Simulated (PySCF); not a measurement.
Stepwise substitution at one centre (Al F-H). Gas-phase values, no solvent. Strings in code marks are SMILES.

Calculation: PySCF 2.14.0 with ωB97X-D3(BJ)/def2-TZVP // B3LYP-D3(BJ)/def2-TZVP. Delta-SCF ions had no search for a lower state. Excitations are Tamm–Dancoff values on a coarser integration grid. The basis has no diffuse functions, so Rydberg states are missing or too high.

```json
[
 {"species": "0 of 3 F replaced by H", "S1 excitation (TDA) (eV)": "___", "S1–T1 gap (TDA) (eV)": "0.24", "brightest of the four lowest singlets (TDA) (eV)": "9.61", "vertical ionisation energy (Delta-SCF) (eV)": "14.92", "S1 oscillator strength": "___"},
 {"species": "1 of 3 F replaced by H (`[F][AlH][F]`)", "S1 excitation (TDA) (eV)": "8.18", "S1–T1 gap (TDA) (eV)": "0.87", "brightest of the four lowest singlets (TDA) (eV)": "9.24", "vertical ionisation energy (Delta-SCF) (eV)": "___", "S1 oscillator strength": "___"},
 {"species": "2 of 3 F replaced by H (`[F][AlH2]`)", "S1 excitation (TDA) (eV)": "6.10", "S1–T1 gap (TDA) (eV)": "0.44", "brightest of the four lowest singlets (TDA) (eV)": "8.57", "vertical ionisation energy (Delta-SCF) (eV)": "11.80", "S1 oscillator strength": "0.000"},
 {"species": "3 of 3 F replaced by H (`[AlH3]`)", "S1 excitation (TDA) (eV)": "–", "S1–T1 gap (TDA) (eV)": "–", "brightest of the four lowest singlets (TDA) (eV)": "–", "vertical ionisation energy (Delta-SCF) (eV)": "11.52", "S1 oscillator strength": "–"}
]
```

**Question.** Complete the blanks.

**Answer.** 
- 0 of 3 F replaced by H, S1 excitation (TDA) (eV): 8.79
- 0 of 3 F replaced by H, S1 oscillator strength: 0.000
- 1 of 3 F replaced by H (`[F][AlH][F]`), vertical ionisation energy (Delta-SCF) (eV): 13.32
- 1 of 3 F replaced by H (`[F][AlH][F]`), S1 oscillator strength: 0.146
